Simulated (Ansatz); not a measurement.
# Dissociation curves of MgH (SMILES [MgH])

The species is MgH (2 atoms), meant as a doublet with charge 0. As SMILES, `[MgH]`. The coordinates come from a PBE0-D4/def2-TZVP relaxation.

```xyz
2

Mg   -0.7427    0.2438   -0.3857
H     0.7427   -0.2438    0.3857
```

The Mg1–H2 distance is scanned; the parts on either side stay rigid. Basis 6-31G, 1 core orbital frozen in the correlated methods; program Ansatz 0.2.0. FCI is exact within this basis and core. Energies in eV from each method's value at 1.743 Å; open shells run as named. The shape above is that at 1.743 Å.

```tsv
distance (Å)	UPBE	U-wB97X	U-wB97M-V	UCCSD(T)	UCCSDT	UCCSDT(Q)	UCCSDTQ	FCI
1.743	0.00	0.00	0.00	0.00	0.00	0.00	0.00	0.00
2.179	0.32	0.39	0.38	0.26	0.26	0.26	0.26	0.26
2.615	0.84	0.96	0.90	0.66	0.66	0.66	0.66	0.66
3.487	1.29	1.31	1.18	0.82	0.82	0.82	0.82	0.82
4.358	1.32	1.29	1.19	0.81	0.81	0.81	0.81	0.81
```

Departure from the FCI curve at its largest: UPBE +0.51 eV at 4.36 Å; U-wB97X +0.49 eV at 3.49 Å; U-wB97M-V +0.38 eV at 4.36 Å; UCCSD(T) -0.01 eV at 4.36 Å; UCCSDT within 0.005 eV; UCCSDT(Q) within 0.005 eV; UCCSDTQ within 0.005 eV. Functionals converge differently with the basis, so for them the departure isn't an error alone.
